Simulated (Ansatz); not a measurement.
This geometry of H$_{2}$NSSi (5 atoms, charge 0, multiplicity 2) is a first-order saddle point.

All numbers below come from UKS B3LYP-D4/def2-SVP in Ansatz.

```xyz
5
Properties=species:S:1:pos:R:3
N -1.214 0.252 -0.165
Si 0.459 0.075 0.092
S 1.249 0.512 1.847
H -1.728 -0.482 -0.669
H 1.234 -0.357 -1.105
```

Problem. Which two structures does it join? (They come from a converged band through this point; their orientation in space is the band's.)

Solution. No bond is made or broken. The dihedral H4–N1–Si2–H5 goes from 0 to 157°.

Initial state:

```xyz
5
Properties=species:S:1:pos:R:3
N -1.274 -0.026 0.076
Si 0.414 0.055 0.104
S 1.375 0.690 1.739
H -1.682 -0.364 -0.806
H 1.168 -0.356 -1.113
```

Final state:

```xyz
5
Properties=species:S:1:pos:R:3
N -1.049 0.103 -0.652
Si 0.500 -0.073 -0.039
S 0.936 0.374 1.854
H -1.878 -0.034 -0.068
H 1.491 -0.370 -1.096
```

Problem. How far does it lie above each of them?

Solution. 0.022 eV above the first and 0.148 eV above the second. This is the barrier of this one path; another mechanism may lie lower.

Run time: 2.7 min on 1 thread of Intel(R) Xeon(R) Platinum 8488C (Sapphire Rapids) (shared host), peak memory 0.17 GiB.
